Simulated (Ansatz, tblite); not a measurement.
# RuO4: charged states by level of theory

An exercise on one series of results from a longer session: the logs are not shown, and one member is left open.

Program: Ansatz 0.2.0, Gaussian basis. Level of theory: as each input shows. These are calculated values, not measurements.

The runs, in order: charge +1 doublet, at the geometry of the singlet (PBE0-D4/def2-TZVP, PBE-D4/def2-TZVP, r2SCAN-D4/def2-TZVP, B3LYP-D4/def2-TZVP, HF/def2-TZVP, ωB97M-V/def2-TZVP, r2SCANh-D4/def2-TZVP, revPBE-D4/def2-TZVP); charge +1 doublet, relaxed (PBE0-D4/def2-TZVP, PBE-D4/def2-TZVP); charge -1 doublet, at the geometry of the singlet (PBE0-D4/def2-TZVPD, PBE-D4/def2-TZVPD, r2SCAN-D4/def2-TZVPD); the starting singlet's energies come from earlier runs.

4 further runs of the same task are left out: 1 for a known fault of the program, 3 set aside as unsound or not needed.

### The geometry

The geometry is that of the singlet, from an earlier relaxation (PBE-D4/def2-SVP).

5 atoms, charge 0, spin multiplicity 1.

Atoms are counted from 1 here; the program's logs count them from 0.

Bond lengths: Ru1–O2 1.694 Å, Ru1–O3 1.694 Å, Ru1–O4 1.694 Å, Ru1–O5 1.694 Å. Angles: O2–Ru1–O3 109.5°, O2–Ru1–O4 109.5°, O2–Ru1–O5 109.5°, O3–Ru1–O4 109.5°, O3–Ru1–O5 109.5°, O4–Ru1–O5 109.5°.

Formally the metal is d0. Ru takes a core potential in the def2 sets. No spin-orbit coupling is included.

The first run:

in.yaml reads:

```yaml
crystal:
  periodic: [false, false, false]
  atoms:
    - {symbol: Ru, position_ang: [-0.000002, -0.000000, -0.000000]}
    - {symbol: O, position_ang: [0.010558, -0.017960, 1.694309]}
    - {symbol: O, position_ang: [1.593972, 0.010469, -0.574679]}
    - {symbol: O, position_ang: [-0.806061, 1.387165, -0.545125]}
    - {symbol: O, position_ang: [-0.798478, -1.379674, -0.574506]}
basis:
  gaussian: {orbitals: def2-SVP}
total_charge: 1
magnetization: {spin_polarized: true, initial_magnetization: 1}
hamiltonian: {xc: pbe0, dispersion: d4}
output: {orbitals: {seedname: orbitals}}
```

Command:

```bash
> ansatz run in.yaml --threads 2 --pin off --events-out ev --progress --plain --max-ram 4352MiB
```

Among the steps run: Charge +1 doublet at the fixed geometry, first pass, PBE0-D4/def2-SVP; Charge +1 doublet at the fixed geometry, PBE0-D4/def2-TZVP; Charge +1 doublet at the fixed geometry, PBE-D4/def2-TZVP; Charge +1 doublet at the fixed geometry, r2SCAN-D4/def2-TZVP; Charge +1 doublet at the fixed geometry, B3LYP-D4/def2-TZVP; Charge +1 doublet at the fixed geometry, HF/def2-TZVP; Charge +1 doublet at the fixed geometry, ωB97M-V/def2-TZVP; Charge +1 doublet at the fixed geometry, r2SCANh-D4/def2-TZVP; Charge +1 doublet at the fixed geometry, revPBE-D4/def2-TZVP.

One of the session's tables, all rows but one given; the rest of the session is left out.

It belongs to the step «Vertical ionisation energy». Beside −ε(HOMO) of the starting state:

| level | −ε(HOMO) (eV) | by difference (eV) | mismatch (eV) |
| --- | --- | --- | --- |
| PBE-D4/def2-TZVP | 8.86 | 12.28 | -3.42 |
| revPBE-D4/def2-TZVP | ? | ? | ? |
| r2SCAN-D4/def2-TZVP | 9.26 | 12.38 | -3.12 |
| r2SCANh-D4/def2-TZVP | 9.84 | 12.36 | -2.52 |
| B3LYP-D4/def2-TZVP | 10.20 | 12.50 | -2.30 |
| PBE0-D4/def2-TZVP | 10.44 | 12.36 | -1.92 |
| ωB97M-V/def2-TZVP | 12.68 | 12.37 | +0.31 |

Estimate the missing values for revPBE-D4/def2-TZVP.

The run gave: −ε(HOMO) (eV): 8.76; by difference (eV): 12.20; mismatch (eV): -3.44. In the column «−ε(HOMO) (eV)» it is the lowest.

Limits of these values: The anion's highest level is positive in at least one run, so there the basis alone may hold the extra electron.
